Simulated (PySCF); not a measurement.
# FNa (sodium fluoride): the cost of one run

The runs use PySCF 2.14.0, with density-fitted response routines of our own; the level of theory stands in each step. All values are computed, except where a source is named. Atoms count from 0, in the outputs and in this text.

## Step 1: The starting structure

2 atoms, charge 0, multiplicity 1; geometry from: GFN2-xTB. The atoms were then displaced at random by about 0.01 Å, so the start is not that level's minimum.

Bonds of the start (Å): F0–Na1 1.78.

## Step 2: Geometry optimisation at PBE0-D3(BJ)/def2-TZVP

Job settings and geometry (Å):

```
{"job": {"xc": "PBE0", "basis": "def2-TZVP", "d3": "d3bj", "grid": 2, "shake": 0.01, "kind": "geom"}, "charge": 0, "multiplicity": 1}
F      0.896600    -0.028180     0.001020
Na    -0.879110    -0.000630    -0.013150
```

Command:

```
$ OMP_NUM_THREADS=1 python probes_run.py task.json out
```

The driver reads the jobs from task.json and runs them one after another.

Q: Estimate the wall time and peak memory of this first job on 1 thread of Arm Neoverse V1, shared host.

About 2.9 s, with a peak of 0.27 GiB.
